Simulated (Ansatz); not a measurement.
This Ansatz (a first-principles code) input (B2PLYP/def2-TZVPP) gives -116.55341 Eh with 149 basis functions. A basis named .json is the Basis Set Exchange file of that set (core-valence sets with the plain set on hydrogen).

Ansatz 0.2 input:
```yaml
crystal:
  periodic: [false, false, false]
  atoms:
    - {symbol: C, position_ang: [-0.00541272, 0.00514807, 0.86088345]}
    - {symbol: C, position_ang: [-0.00020344, -0.64634739, -0.49579893]}
    - {symbol: C, position_ang: [0.00648613, 0.64037189, -0.50345144]}
    - {symbol: H, position_ang: [0.90225350, 0.00400638, 1.46236727]}
    - {symbol: H, position_ang: [-0.92057007, 0.01341463, 1.45085018]}
    - {symbol: H, position_ang: [-0.00162276, -1.57792247, -1.03216063]}
    - {symbol: H, position_ang: [0.01471952, 1.56546606, -1.05085530]}
basis:
  gaussian:
    orbitals: def2-TZVPP
hamiltonian:
  xc: {name: B2PLYP}
magnetization: {spin_polarized: false}
correlation: {electrons: outside_noble_gas}
```

Change:
```diff
- orbitals: def2-TZVPP
+ orbitals: def2-SV_P_.json
```

Task: What does the run give now?

Result: -116.37868 Eh (B2PLYP/def2-SV(P), 50 functions), a change of +174.73 mEh.
